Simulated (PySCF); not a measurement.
## Core-level binding energies of Si(OMe)H3

Si(OMe)H3, CH6OSi.
Cartesian coordinates in Å at the PBE0-D3(BJ)/def2-SVP level; atoms count from 1:
```xyz
9
CH6OSi angstrom
Si    -0.3841    0.6188   -1.1170
O     -0.2908    0.4939    0.5386
C      0.3486   -0.5574    1.2036
H     -0.0987   -1.5394    0.9590
H      0.2497   -0.4029    2.2888
H      1.4278   -0.6065    0.9651
H      0.9820    0.7054   -1.7254
H     -1.1529    1.8579   -1.4084
H     -1.0816   -0.5698   -1.7042
```

Computed with delta-SCF UKS SCAN, pcX-2 on the ionised atom, pcseg-1 elsewhere, spin-free X2C (PySCF 2.14.0). These are vertical core ionisation energies against the vacuum level, from separate self-consistent calculations with and without the core hole.

**Question.** Give the core binding energies atom by atom.

**Answer.** 
```
atom(s)  bonded to     level  binding energy (eV)  2p1/2 (eV)  count
    Si1  O and 3 H     Si 1s              1847.36           –      1
     O2   C and Si      O 1s               538.21           –      1
     C3  O and 3 H      C 1s               292.55           –      1
    Si1  O and 3 H  Si 2p3/2               107.47      108.10      1
```

**Question.** Which effective nuclear charge Zeff reproduces each element's mean 1s value in the hydrogen-like formula E = 13.606 eV × Zeff²?

**Answer.** C (Z = 6): mean 292.5 eV, Zeff = 4.64, Z − Zeff = 1.36; O (Z = 8): mean 538.2 eV, Zeff = 6.29, Z − Zeff = 1.71; Si (Z = 14): mean 1847.4 eV, Zeff = 11.65, Z − Zeff = 2.35. Means run over the listed sites, weighted by atom count.

**Question.** Express the binding energy of Si 2p3/2 of Si1 in atomic units and per mole.

**Answer.** 107.47 eV = 3.9494 Eh = 10369 kJ/mol.

2p3/2 and 2p1/2 are the ΔSCF energy of one spin-free 2p hole plus the eigenvalues of a spin–orbit and ligand-field matrix of the shell. 2p1/2 minus 2p3/2 (ligand field included): Si 0.62 eV. Geometry: PBE0-D3(BJ)/def2-SVP; no solvent, vibrations or thermal averaging.
